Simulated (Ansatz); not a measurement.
Process, species as SMILES: OCl (OH-Cl) → [O]Cl (O-Cl) + H atom
B3LYP-D3(BJ)/def2-TZVP geometries, fixed; electronic energies without zero-point terms.
Largest species:
```
O
H 1 0.9686
Cl 1 1.7015 2 103.27
```
Charge 0, spin multiplicity 1.

The bond dissociation energy at MP2 with Ansatz (an electronic-structure program), in kcal/mol, split into its Hartree-Fock and correlation parts. Cores are frozen. Open shells are unrestricted. No added dispersion term, no relativity. Functions are those of the species that has most.

| basis | X | functions | Hartree-Fock | MP2 |
|---|---|---|---|---|
| cc-pV(D+d)Z | 2 | 42 | 72.64 | 101.57 |
| cc-pV(T+d)Z | 3 | 83 | 72.17 | 106.39 |
| cc-pV(Q+d)Z | 4 | 149 | 72.12 | 108.01 |
| cc-pV(5+d)Z | 5 | 246 | 72.10 | 108.54 |

Worked estimate of the basis-set limit from each neighbouring pair, with Hartree-Fock from the larger set and the correlation part extrapolated as X^-3.
Correlation parts: X = 2: 28.93, X = 3: 34.22, X = 4: 35.89, X = 5: 36.44.
- (2,3): (27·(34.22) - 8·(28.93))/19 = 36.45; with Hartree-Fock 72.17 the estimate is 108.62 kcal/mol.
- (3,4): (64·(35.89) - 27·(34.22))/37 = 37.11; with Hartree-Fock 72.12 the estimate is 109.23 kcal/mol.
- (4,5): (125·(36.44) - 64·(35.89))/61 = 37.02; with Hartree-Fock 72.10 the estimate is 109.12 kcal/mol.
The last two estimates differ by 0.11 kcal/mol; the largest set lies 0.58 from the last. Over the last step Hartree-Fock moves by -0.02 and the correlation part by 0.55.
